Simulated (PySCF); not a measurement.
PySCF input for C2H6, SMILES CC, PBE0/pcSseg-2. The structure is a stationary point at r2SCAN-D4/def2-TZVP.

```python
import numpy as np
from pyscf import gto, scf, dft
from pyscf.prop.nmr import rks as nmr

mol = gto.M(
    atom='''
    C     0.00000000   -0.00000000   -0.76162381
    C    -0.00000000    0.00000000    0.76162381
    H    -0.88134751   -0.50884622   -1.15943988
    H     0.88134750   -0.50884622   -1.15943989
    H     0.00000000    1.01769244   -1.15943989
    H    -0.88134750    0.50884622    1.15943989
    H     0.88134751    0.50884622    1.15943988
    H    -0.00000000   -1.01769244    1.15943989
    ''',
    basis='pcSseg-2',
    charge=0,
    spin=0,
    max_memory=1600,
    verbose=3,
)
mf = dft.RKS(mol, xc='pbe0')
mf.grids.level = 3
mf.conv_tol = 1e-10
mf.max_cycle = 100
mf.kernel()
n = nmr.NMR(mf)
n.verbose = 2
n.max_cycle_cphf = 60
sigma = n.kernel()
print('atom   isotropic/ppm   span/ppm')
for i, s in enumerate(sigma):
    w = np.linalg.eigvalsh((s + s.T) / 2)
    print(f'{mol.atom_symbol(i):2s}{i + 1:3d} {w.mean():14.3f} {w[2] - w[0]:11.3f}')
```

Program output:

```
converged SCF energy = -79.7521866611735
atom   isotropic/ppm   span/ppm
C   1        176.642      14.244
C   2        176.642      14.244
H   3         30.606      10.411
H   4         30.606      10.411
H   5         30.606      10.411
H   6         30.606      10.411
H   7         30.606      10.411
H   8         30.606      10.411
```

Self-consistency was reached.
